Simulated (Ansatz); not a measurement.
Elements on the sites of an ideal diamond lattice, at a guessed lattice constant:

```
CELL_PARAMETERS angstrom
2.90615 2.90615 5.81230
-2.90615 -2.90615 5.81230
8.71845 -5.81230 2.90615
ATOMIC_POSITIONS crystal
C 0.80000 0.00000 0.40000
Ge 0.20000 0.00000 0.60000
Ge 0.10000 0.50000 0.80000
Ge 0.60000 0.00000 0.80000
Ge 0.40000 0.00000 0.20000
Ge 0.70000 0.50000 0.60000
Ge 0.50000 0.50000 0.00000
Ge 0.90000 0.50000 0.20000
Ge 0.57500 0.87500 0.60000
Ge 0.47500 0.37500 0.80000
Ge 0.97500 0.87500 0.80000
Ge 0.37500 0.87500 0.00000
Ge 0.77500 0.87500 0.20000
Ge 0.67500 0.37500 0.40000
Ge 0.17500 0.87500 0.40000
Ge 0.87500 0.37500 0.00000
Ge 0.27500 0.37500 0.20000
Sn 0.30000 0.50000 0.40000
Sn 0.07500 0.37500 0.60000
Pb 0.00000 0.00000 0.00000
```

Cell and atoms were relaxed without symmetry on coarser meshes and computed once more. All numbers below come from DFT PBE, scalar-relativistic, plane waves, PAW in Ansatz.

Plane waves to 420 eV, a k mesh through Γ of 5×5×4 on the computed 20-atom cell and Gaussian smearing (0.10 eV); no spin polarisation.

The relaxation ran on 2×2×2 (shifted) and then 3×3×2 k points with a smearing of 0.1 eV, from sites shaken by 0.02 Å.

Task: What does the relaxation give?

Result: A volume of 24.35 Å³/atom and no gap on the mesh. It lies 0.18 eV/atom above the elements' standard states (static lattices, no corrections for gases). The atoms leave their sites by 0.25 Å (root mean square) and 0.54 Å at most, and the cell stretches by up to 1.0 % at fixed volume.

```xyz
20
Lattice="2.9095 2.8992 5.7435 -2.8919 -2.9057 5.7378 8.7614 -5.8613 2.8869" Properties=species:S:1:pos:R:3 pbc="T T T"
C     2.9924   -2.9755   11.4434
Ge    2.8928   -5.6424    8.5313
Ge    5.9815   -5.9704    5.8303
Ge    5.7452   -5.7089   11.5148
Ge    2.9476   -0.0554    2.8797
Ge    5.7105   -2.9079    8.5370
Ge    8.6978   -5.7980    8.6746
Ge    3.0752   -0.1327    8.6393
Ge    4.1706   -4.1561   10.1691
Ge    7.2578   -4.3614    7.2417
Ge    7.2424   -4.2912   12.9537
Ge    7.3731   -7.1731   10.2484
Ge    1.8484   -1.8429   10.1230
Ge    4.6494   -1.2192    6.9951
Ge    1.1747   -4.5881    6.9986
Ge    1.4669    1.2300    7.3353
Ge    1.3335   -1.3253    4.2772
Sn    2.8427   -2.8343    5.7966
Sn    4.5021   -4.4708    4.2641
Pb    0.1345   -0.1161   11.4861
```

The final mesh leaves forces up to 0.12 eV/Å and stresses up to 0.1 GPa: the relaxation ran on a coarser mesh, so the cell's shape, its bonds and its energy belong partly to that mesh.

Spin-orbit coupling is left out, which matters for the bands of heavy elements.

Cost: 2 runs of about 31 core-minutes in all (earlier runs that led there not counted), on Intel Xeon Processor @ 2.50GHz (Skylake/Cascade Lake) (shared hosts).